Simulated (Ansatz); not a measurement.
# BSi₂H (quintet): the correlation ladder, cc-pVDZ

The task here is to estimate one member of a computed series from the others.

Method: cc-pVDZ, core rule «outside noble gas», up to 11 orbitals frozen; program: Ansatz 0.2.0, Gaussian basis.

To be run: UHF; CCSD(T) on ROHF; CCSD(T) on UHF; BCCD(T) on ROHF; CISD as a restricted active space (open shells left free, so some higher excitations enter); CCSDT(Q) on ROHF; CCSDT(Q) on UHF.

25 further runs of the same task are left out: 9 that didn't finish, 16 set aside as unsound or not needed. Runs told in other sessions of the task aren't counted.

## What is computed

The geometry is a PBE0/def2-TZVP stationary point (not a proven minimum) of the parent state, kept for this charge and spin.

4 atoms, charge 0, spin multiplicity 5.

Atoms are counted from 1 here; the program's logs count them from 0.

Bond lengths: B1–Si2 1.951 Å, B1–Si3 1.944 Å, Si2–Si3 2.172 Å, Si2–H4 1.491 Å. Angles: Si2–B1–Si3 67.8°, B1–Si2–Si3 56.0°, B1–Si2–H4 129.0°, Si3–Si2–H4 175.1°, B1–Si3–Si2 56.3°.

Set-up of the first run:

in.yaml

```yaml
crystal:
  periodic: [false, false, false]
  atoms:
    - {symbol: B, position_ang: [0.000000, -1.358854, -0.090412]}
    - {symbol: Si, position_ang: [0.000000, 0.218790, 1.056852]}
    - {symbol: Si, position_ang: [0.000000, 0.293674, -1.113422]}
    - {symbol: H, position_ang: [0.000000, 0.295418, 2.546020]}
basis:
  gaussian: {orbitals: cc-pVDZ}
magnetization: {spin_polarized: true, initial_magnetization: 4}
hamiltonian: {xc: hf}
output: {orbitals: {seedname: orbitals}}
```

On the command line:

```bash
$ ansatz run in.yaml --threads 1 --pin off --events-out ev --progress --plain --max-ram 2393MiB
```

Steps of the session up to this table: UHF; CCSD(T) on ROHF; CCSD(T) on UHF; BCCD(T) on ROHF; CISD as a restricted active space (open shells left free, so some higher excitations enter); CCSDT(Q) on ROHF; CCSDT(Q) on UHF.

One of the session's tables, all rows but one given; the rest of the session is left out.

| method | from RCCSDT(Q) (meV) |
| --- | --- |
| ROHF | +7277.2 |
| UHF | +6974.7 |
| RMP2 | +1517.9 |
| UMP2 | +1603.5 |
| CISD | +1112.2 |
| RCCSD | +466.5 |
| UCCSD | ? |
| RCCSD(T) | +99.4 |
| UCCSD(T) | +99.8 |
| BCCD(T) | +95.2 |
| RCCSDT | +34.5 |
| UCCSDT | +32.2 |
| RCCSDT(Q) | 0 |
| UCCSDT(Q) | -2.3 |

**Question.** Estimate the row for UCCSD.

**Answer.** from RCCSDT(Q) (meV): +451.9. In the column «from RCCSDT(Q) (meV)» it lies between UCCSD(T) (+99.8) and RCCSD (+466.5).

Limits of these values: Restricted and unrestricted rows rest on different reference determinants; a gap between their highest levels can come from leftover correlation error, from unlike frozen cores or from another state.
